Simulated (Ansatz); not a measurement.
Basis-set series for CF, SMILES `[C]F` radical. The species carries charge 0 and has multiplicity 2. The structure was optimised at the PBE0-D4/def2-TZVP level.

```json
{"functional": "PBE0-D4", "basis": "def2-SVP", "functions": "28", "energy (Eh)": "-137.52785", "HOMO (eV)": "-6.11", "LUMO (eV)": "-2.62"}
{"functional": "PBE0-D4", "basis": "def2-QZVPP", "functions": "114", "energy (Eh)": "-137.70344", "HOMO (eV)": "-6.25", "LUMO (eV)": "-2.77"}
{"functional": "ωB97M-V", "basis": "def2-SVP", "functions": "28", "energy (Eh)": "-137.63353", "HOMO (eV)": "-8.18", "LUMO (eV)": "-0.06"}
{"functional": "ωB97M-V", "basis": "def2-QZVPP", "functions": "114", "energy (Eh)": "-137.81320", "HOMO (eV)": "-8.35", "LUMO (eV)": "-0.37"}
```

Problem. Give the rows for def2-TZVPP. (Best estimate.)

Solution. Ansatz gave: 
```json
{"functional": "PBE0-D4", "basis": "def2-TZVPP", "functions": "62", "energy (Eh)": "-137.69634", "HOMO (eV)": "-6.23", "LUMO (eV)": "-2.74"}
{"functional": "ωB97M-V", "basis": "def2-TZVPP", "functions": "62", "energy (Eh)": "-137.80645", "HOMO (eV)": "-8.33", "LUMO (eV)": "-0.30"}
```

HOMO and LUMO are taken over both spins.
